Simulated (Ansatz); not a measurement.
1T (CdI2-type) PtS2

Calculation: r²SCAN-D4 (Ansatz, a first-principles code, PAW).

Numerical settings: plane-wave cutoff 500 eV, 12×12×8 k mesh (along the axes of the cell as run), Fermi–Dirac smearing 0.05 eV, scalar-relativistic PAW data made under PBE.

Cell: relaxed at this level.

```
Property                               Result
------------------------------  -------------
equilibrium volume per atom     18.93 Å³/atom
equilibrium lattice constant a        3.551 Å
c axis length                         5.200 Å
```

Measured, for comparison: lattice constant a 3.542 Å (temperature not stated, not corrected to a static lattice; as tabulated in Björkman (2014), arXiv:1406.2436); lattice parameter c 5.036 Å (temperature not stated, zero-point anharmonic expansion removed (computed with revB86b-DF2); no thermal correction; as tabulated in Björkman (2014), arXiv:1406.2436). Computed (rounded) less measured: lattice constant a +0.3 %, lattice parameter c +3.3 %.

Spin–orbit coupling is not included.

Computing time: around 2.4 core-minutes (rough).
